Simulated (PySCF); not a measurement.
Published values to compare with (the computed states carry no symmetry labels, so the two lists aren't matched line by line):

```tsv
state	E (eV)	f	kind of transition	source
3A''(n→π*)	1.64		0-0 transition	[1]
3A''(n→π*)	1.80		vertical absorption	[2]
1A''(n→π*)	1.82		0-0 transition	[1]
1A''(n→π*)	2.02		vertical absorption	[3]
1A''(n→π*)	2.03	0.000	vertical absorption	[2]
```

[1] measured, gas; Loos, Lipparini, Boggio-Pasqua, Scemama, Jacquemin (2019), arXiv:1912.04173, literature columns
[2] computed, theoretical best estimate (aug-cc-pVTZ, frozen core, CC3 geometry), gas; Veril, Scemama, Caffarel, Lipparini, Boggio-Pasqua, Jacquemin, Loos, WIREs Comput. Mol. Sci. 2021, 11, e1517 (QUESTDB)
[3] computed, theoretical best estimate (aug-cc-pVTZ), revised with CC4, gas; Loos, Lipparini, Matthews, Blondel, Jacquemin, revising reference values with EOM-CC4 (2022), arXiv:2204.11658

Compound: thiopropynal, C₃H₂S.
SMILES: `C#CC=S`

Level of theory: TDDFT CAM-B3LYP/aug-cc-pVTZ, vertical, gas phase, core orbitals frozen in the response (PySCF). Geometry: PBE0-D3(BJ)/def2-TZVP; no solvent, vibrations or thermal averaging.

Computed singlets: 2.07 eV (f 0.000); 4.12 eV (f 0.000); 4.68 eV (f 0.268); 5.99 eV (f 0.066); 6.43 eV (f 0.013); 6.52 eV (f 0.002); 6.74 eV (f 0.013); 6.77 eV (f 0.105); 7.03 eV (f 0.004); 7.17 eV (f 0.000). Computed triplets (Tamm–Dancoff): 1.58, 2.48, 3.84, 4.89 eV.

Question: How does the lowest computed triplet compare with the best estimate listed for the lowest triplet (vertical absorption)?

Answer: 1.58 eV against 1.80 eV for 3A''(n→π*) [2]: a difference of -0.22 eV. Geometry and basis of the two calculations needn't be the same.

Note on [3]: revises the 2021 QUESTDB value.

Adiabatic (Te) and 0-0 energies refer to the relaxed excited state and aren't the vertical quantity computed here.
